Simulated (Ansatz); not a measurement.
A made-up structure of AlSiH3Cl, doublet:

```xyz
6
angstrom
Si -0.6874 -0.0362 -0.9974
Al 0.7131 -0.1352 0.9070
Cl 0.7211 1.5558 2.1538
H 1.0568 -0.6793 2.2840
H -1.5432 1.1214 -1.3559
H 1.6173 -1.3706 1.2796
```

It is relaxed with PBE-D4/def2-SVP and then PBE0-D4/def2-TZVP (Ansatz 0.2.0). Atoms count as bonded within 1.22 times the sum of their covalent radii (H–H: 0.88 Å). The end point is not checked to be a true minimum.

Problem. Does its bonding change? (A judgement: the text doesn't fix the answer.)

Solution. Computed: Yes. Formed: Si1–H6; broken: Al2–H6.

Where it ends: The first stage lowers the energy by 3.98 eV in 33 steps. It ends as AlSiH₃Cl ([SiH2][AlH][Cl]):
```
6
angstrom
Si 0.1265 -0.1463 -0.4651
Al 0.5232 0.1105 1.8534
Cl 0.3389 2.0532 2.6310
H 0.9081 -1.0721 2.8207
H -0.2343 0.9558 -1.3901
H 0.2152 -1.4453 -1.1789
```

Labels in which every atom is bracketed show which atoms are joined, not bond orders.

For scale, one of the runs: PBE0-D4/def2-TZVP relaxation, 129 basis functions, launched by `ansatz run in.yaml --threads 2 --pin off --events-out ev --progress --plain --max-ram 4352MiB`. Hardware: 2 CPU threads of an Arm Neoverse V2, shared host. Wall time about 20 s.
